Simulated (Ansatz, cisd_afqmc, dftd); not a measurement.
Reaction: PH3 (phosphane, SMILES P) → PH3+ (parent SMILES P, doublet) + e-
Each species at its own B3LYP-D3(BJ)/def2-TZVP minimum (Ansatz, a program for electronic structure).

Wanted: adiabatic ionisation energy (electronic), in eV. Open shells are spin-unrestricted; no spin-orbit coupling. Cores are frozen in correlated methods. Rows without X2C or -DK are non-relativistic. AFQMC is phaseless with a CISD trial state; ± is one standard error, without the phaseless bias. Outlying blocks are dropped, and bars are widened where a walk drifts. Over all cases where full CI ran beside it in this data, AFQMC minus full CI had a median of +0.1 mEh and passed +0.4 mEh in a tenth of the cases. CBS(X,Y): correlation extrapolated as X^-3, Hartree-Fock from the larger set (Q,5: extrapolated as (X+1)exp(-9√X)). A bracket is a step between two methods taken in the basis named. Functionals run without relativity, which enters their misses. Double hybrids freeze cores in their MP2 part. '+ core + X2C': CCSD(T) terms for core correlation (cc-pwCVTZ, 1s frozen past Ne) and scalar relativity (cc-pVTZ-DK).

| level | program | adiabatic ionisation energy (eV) | difference against the last row |
|---|---|---|---|
| PBE-D4/def2-TZVPD | Ansatz + dftd4 | 9.79 | -0.10 |
| r2SCANh/def2-TZVPD | Ansatz | 9.66 | -0.23 |
| CAM-B3LYP/def2-TZVPD | Ansatz | 9.80 | -0.09 |
| wB97M-V/def2-TZVPD | Ansatz | 9.85 | -0.04 |
| B2PLYP/def2-TZVPD | Ansatz | 9.70 | -0.19 |
| MP2/cc-pV(T+d)Z | Ansatz | 9.64 | -0.25 |
| MP2/cc-pV(Q+d)Z | Ansatz | 9.71 | -0.18 |
| MP2/CBS(cc-pV(T+d)Z,cc-pV(Q+d)Z) | Ansatz | 9.77 | -0.12 |
| CCSD(T)/cc-pV(D+d)Z | Ansatz | 9.51 | -0.38 |
| CCSD(T)/cc-pV(Q+d)Z | Ansatz | 9.81 | -0.08 |
| CCSD(T)/CBS(cc-pV(T+d)Z,cc-pV(Q+d)Z) + core + X2C | Ansatz | 9.89 | 0.00 |
| AFQMC/CISD/cc-pV(D+d)Z | cisd_afqmc | 9.52 ± 0.01 | -0.37 |
| AFQMC/CISD/cc-pV(T+d)Z | cisd_afqmc | 9.76 ± 0.01 | -0.13 |
| CCSD(T)/CBS(cc-pV(Q+d)Z,cc-pV(5+d)Z) + [CCSDT(Q) - CCSD(T)]/cc-pV(T+d)Z + [CCSDTQ - CCSDT(Q)]/cc-pV(D+d)Z + core + X2C | Ansatz | 9.89 | 0.00 |
| CCSD(T)/CBS(cc-pV(Q+d)Z,cc-pV(5+d)Z) + [CCSDT(Q) - CCSD(T)]/cc-pV(Q+d)Z + [CCSDTQ - CCSDT(Q)]/cc-pV(D+d)Z + core + X2C | Ansatz | 9.89 | 0.00 |
